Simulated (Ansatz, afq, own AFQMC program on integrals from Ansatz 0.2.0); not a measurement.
AFQMC on a folder of integrals that Ansatz 0.2.0 wrote.

```yaml
crystal:
  periodic: [false, false, false]
  atoms:
    - {symbol: V, position_ang: [0.378514, -0.346690, -0.469306]}
    - {symbol: O, position_ang: [1.827324, -0.391608, 0.436602]}
    - {symbol: O, position_ang: [-0.979598, -1.315849, -0.058243]}
    - {symbol: Cl, position_ang: [0.258931, 0.964031, -2.187931]}
    - {symbol: H, position_ang: [2.731421, -0.166069, 0.671345]}
    - {symbol: H, position_ang: [-1.367292, -1.972214, 0.525834]}
basis:
  gaussian: {orbitals: def2-SVP}
magnetization: {spin_polarized: false}
correlation: {method: ccsd_t, electrons: outside_noble_gas, hamiltonian_folder: ham}
```

```sh
$ ansatz run in.yaml --threads 1 --pin off --events-out ev --progress --plain --max-ram 16896MiB --backend cuda --devices 0, --max-vram 18GiB
```

Options of the walk:

```
--method phaseless --trial cisd --walkers 4000 --populations 20 --least-time 60 --time-step 0.005 --steps-per-block 50 --equilibration-blocks 40 --max-blocks 4000 --target-error 0.0003 --factor-cut 1e-05 --seed 2416 --release-times 0.24,0.48,0.8,1.2 --release-step 0.04 --release-every 5 --taylor-order 6
```

Times are imaginary, in 1/Eh. The walk had a cap of 308 s. With eight or more populations the least sampling time is a fifth of least-time, and the error comes from their spread.

afq prints:

```
orbitals 71  electrons 13 13  factors 610 of 874
reference energy -1552.96515158 Eh
CCSD correlation -0.65623875 Eh in 25 cycles, weight of the determinant in the CISD state 0.7609
energy of the start -1553.621379 Eh
 block  time / (1/Eh)  mean weight  energy / Eh
     1     0.250  0.9995  -1553.601108
     2     0.500  1.0004  -1553.614438
     3     0.750  0.9997  -1553.623967
     4     1.000  0.9998  -1553.630076
     5     1.250  1.0001  -1553.633719
     8     2.000  0.9999  -1553.643303
    11     2.750  1.0000  -1553.644775
    26     6.500  1.0001  -1553.653142
    41    10.250  0.9994  -1553.655886
    56    14.000  1.0002  -1553.654319
    71    17.750  0.9999  -1553.656594
    86    21.500  0.9997  -1553.657886
   101    25.250  1.0000  -1553.656861
   116    29.000  0.9997  -1553.649790
   131    32.750  1.0003  -1553.651504
   146    36.500  1.0003  -1553.652577
   156    39.000  0.9991  -1553.643721
   161    40.250  0.9996  -1553.652780
   176    44.000  0.9998  -1553.652173
   191    47.750  1.0002  -1553.647346
   206    51.500  1.0004  -1553.654607
error from the spread of 20 populations
released: time / (1/Eh)  energy / Eh  error  mean overlap
  0.24  -1553.653706  0.000313  0.9968
  0.48  -1553.653690  0.000584  0.9967
  0.80  -1553.653756  0.000509  0.9952
  1.20  -1553.654418  0.001002  0.9874
energy -1553.652661 +/- 0.000292 Eh
(rows thinned)
```

The run passed its tests (sampling time, drift between the halves within three errors, error under three times the target), which doesn't prove that it has relaxed, ending at its cap on processor time. The second half of the sampling lies above the first by 1.9 errors of their difference, so the energy may still be moving and its error bar be too small.

Against this walk (error 7.9 meV) on the same determinant: CCSD(T) 140.7 meV higher, CCSDT(Q) 20.8 meV lower. The error is statistical and leaves out the bias of the constraint. None of these is a sure reference here. Released to 0.80 1/Eh the energy moves by -30 ± 16 meV (both errors), within twice the noise.

Cautions: constraint bias not in the error; no relativity below Rb; outer-core shells of the metal frozen; higher spins were not checked; restricted determinant unstable towards unrestricted (UHF 841 meV lower, ⟨S²⟩ 1.01).

The walk took 5.2 min on 1 × NVIDIA H100 80GB HBM3 with 2 threads of AMD EPYC 7R13 Processor (Zen 3) (shared host) (the card was shared). The log's last line is the phaseless energy.

CCSDT and higher add their correlation energy to the determinant of the CCSD(T) run, since their own runs factorise the integrals more tightly (a shift of under 2 meV).
